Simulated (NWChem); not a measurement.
phosphine (PH3); SMILES P

Program: NWChem. Structure relaxed at the PBE-D3(BJ)/def2-SVP level.

Diagonal of the polarisability tensor at PBE/def2-SVPD, static: 30.35, 30.35, 31.18 bohr³.

Find the mean polarisability volume, the molar refraction, and the refractive index that an ideal gas of it would have at 273.15 K and 1 atm.


1. Mean: one third of the trace = 30.63 bohr³ × 0.14818 Å³/bohr³ = 4.54 Å³.
2. Molar refraction (Lorentz-Lorenz): (4π/3) N_A α = 11.4 cm³/mol.
3. Number density p/kT = 2.687 × 10⁻⁵ Å⁻³; n − 1 = 2π N α = 7.66 × 10⁻⁴.
4. These hold the electronic response alone: vibrational and orientational terms add to the static dielectric constant.
